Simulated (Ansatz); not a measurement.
I need a ranking of conformers of C4H8S, SMILES C=CC(C)S. Use the Python package of Ansatz (0.2.0). Use (for the species named): r2SCAN, cc-pVDZ basis, multiplicity 1, D4 dispersion.

Script `conformers_c4h8s.py`:
```python
'''Conformer energies of C4H8S.'''

import ansatz
from rdkit import Chem
from rdkit.Chem import AllChem

config = {
    'basis_set': 'cc-pVDZ',
    'functional': 'r2scan',
    'vdw': 'd4',
}

rd = Chem.AddHs(Chem.MolFromSmiles('C=CC(C)S'))
ids = list(AllChem.EmbedMultipleConfs(rd, numConfs=20, randomSeed=79, pruneRmsThresh=0.4))
field = [energy for _, energy in AllChem.MMFFOptimizeMoleculeConfs(rd)]
distinct = {round(e, 2): i for i, e in zip(ids, field)}
chosen = sorted(distinct.items())[:3]
found = []
for force_field, index in chosen:
    molecule = ansatz.Crystal.molecule()
    for atom, xyz in zip(rd.GetAtoms(), rd.GetConformer(index).GetPositions()):
        molecule = molecule.atom(atom.GetSymbol(), xyz.round(5).tolist())
    calculation = (
        molecule.calculation()
        .basis(gaussian=config['basis_set'])
        .functional(config['functional'], dispersion=config['vdw'])
    )
    found.append(calculation.run().report['free_energy_ev'])
print('conformer   MMFF (kcal/mol)   this level (kJ/mol)')
for (force_field, index), e in zip(chosen, found):
    print(f'{index:9d} {force_field - chosen[0][0]:17.2f} {96.485332 * (e - min(found)):17.3f}')
```

Output of `python conformers_c4h8s.py`:
```text
conformer   MMFF (kcal/mol)   this level (kJ/mol)
        0              0.00             0.000
        3              0.02             5.836
        4              0.58             7.727
```

The conformers keep their force-field geometries. Run time: 27 s on 1 thread of Arm Neoverse V1, with other jobs on the host, peak memory 0.3 GiB.
